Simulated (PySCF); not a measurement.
# Simulated absorption spectrum

Species: C₃H₆FNS.
SMILES: `NC(=S)CCF`

Level of theory: TDDFT B3LYP/def2-SVPD, vertical, gas phase, core orbitals frozen in the response (PySCF). One conformer (not necessarily the lowest) at the GFN2-xTB geometry, without solvent, vibrations or thermal averaging. Torsions of this conformer, `[NH2:1][C:2](=[S:3])[CH2:4][CH2:5][F:6]`: N1–C2–C4–C5 -68°, C2–C4–C5–F6 69°, H–N1–C2–S3 -172°, H–N1–C2–S3 -4°.

Computed states:

```csv
state,E (eV),f
S1,3.31,0.0001
S2,5.10,0.160
S3,5.42,0.105
S4,6.01,0.0064
S5,6.16,0.027
S6,6.34,0.023
S7,6.38,0.0036
S8,6.47,0.040
```

Each state is given a Gaussian of 0.25 eV full width at half maximum, with ε(max) = 2.175×10⁸ f / Δν̃ (Δν̃ the width in cm⁻¹). The width is an assumption, not a result. The curve ends short of the highest state used, and states not computed would add to its high-energy end.

Q: Give the broadened spectrum and its maxima.

A: 
```csv
λ (nm),ε (L mol⁻¹ cm⁻¹)
211.3,338
215.1,103
219.0,828
222.8,4374
226.6,10021
230.5,11145
234.3,9142
238.2,12439
242.0,17176
245.8,14722
249.7,7350
253.5,2302
257.4,445
261.2,60
265.0,6
268.9,0
272.7,0
276.6,0
280.4,0
284.2,0
288.1,0
291.9,0
295.8,0
299.6,0
303.4,0
307.3,0
311.1,0
315.0,0
318.8,0
322.6,0
326.5,0
330.3,0
334.2,0
338.0,0
341.8,0
345.7,0
349.5,1
353.4,1
357.2,3
361.0,4
364.9,6
368.7,8
372.6,9
376.4,9
380.2,8
384.1,6
387.9,5
391.8,3
395.6,2
399.4,1
403.3,1
407.1,0
411.0,0
414.8,0
418.7,0
422.5,0
```

Maxima: 375 nm (3.31 eV), ε about 8.6, made up of S1 (100%); 243 nm (5.11 eV), ε about 17000, made up of S2 (99%); 229 nm (5.41 eV), ε about 12000, made up of S3 (98%) (ε in L mol⁻¹ cm⁻¹; maxima over ε = 5, shares over 10%). At its high-energy end, 5.87 eV, the curve is still rising (ε about 350, from S4 and S5).

Q: Coming from long wavelengths, where does ε first pass 100 L mol⁻¹ cm⁻¹?

A: At about 260 nm (4.76 eV), 1.45 eV above S1.

Q: Does any computed singlet lie in the visible range?

A: No computed singlet lies in the visible range (380 to 750 nm); the lowest, at 375 nm, stands 0.05 eV above its violet end (3.26 eV); a Tamm–Dancoff triplet lies at 415 nm, without intensity as long as spin–orbit coupling is left out.

Q: What would ε be at 5.11 eV, the highest of these maxima, with half the width (0.125 eV)?

A: About 34200 L mol⁻¹ cm⁻¹ against 17400, a factor of about 1.97; a lone state at its own centre would give exactly 2.
